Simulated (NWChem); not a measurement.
**Correlation energy of Cl2 (+1)**

```xyz
2

Cl     0.0000     0.0000     0.9799
Cl     0.0000     0.0000    -0.9799
```
Charge +1, spin multiplicity 2.

Everything below was run with NWChem. All single points use one geometry, from UPBE/def2-SVP, a minimum by its harmonic frequencies.

Basis set: 6-31G*. Each correlation energy counts from its own Hartree-Fock reference.

The correlated methods keep 10 core orbitals frozen. The Pople sets run with spherical d functions. The structure started from a generated list of species. The unpaired electrons of the parent sit in orbitals of symmetry b2g (D2h labels of the run); other states weren't searched. The stability of the SCF solutions was not checked. Open-shell Hartree-Fock references start from PBE0 orbitals. No row is a measurement; the coupled-cluster row has its own basis-set and correlation limits.

```
method           correlation energy (mHa)
---------------  ------------------------
UMP2                           (withheld)
SCS-UMP2                           -250.4
CCSD on UHF                        -283.7
CCSD[T] on UHF                 (withheld)
CCSD(T) on UHF                     -293.6
CCSD on ROHF                       -289.4
CCSD[T] on ROHF                    -299.9
CCSD(T) on ROHF                    -299.8
CCSDT on ROHF                      -300.3
```

Task: Some entries are withheld; supply them.

Result: 
- UMP2, correlation energy (mHa): -257.8
- CCSD[T] on UHF, correlation energy (mHa): -293.9
